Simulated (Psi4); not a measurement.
Psi4 input (wB97X-D/6-31G*):

```
memory 1500 MB

molecule {
-1 1
N    -0.00356243    0.11201664    0.09548205
H     0.80776927   -0.37468272   -0.32489897
H    -0.78283228   -0.40943375   -0.34347535
symmetry c1
no_reorient
no_com
}

set {
  basis 6-31G*
  reference rks
  scf_type pk
  dft_radial_points 99
  dft_spherical_points 590
  e_convergence 1e-8
  d_convergence 1e-7
  maxiter 150
}

e = energy('wb97x-d')
print_out(f'\nFINAL {e:.10f} DIPOLE {variable("CURRENT DIPOLE")[0]:.6f} {variable("CURRENT DIPOLE")[1]:.6f} {variable("CURRENT DIPOLE")[2]:.6f}\n')
```

Problem. Predict the final energy.

Solution. -55.82008 Eh.
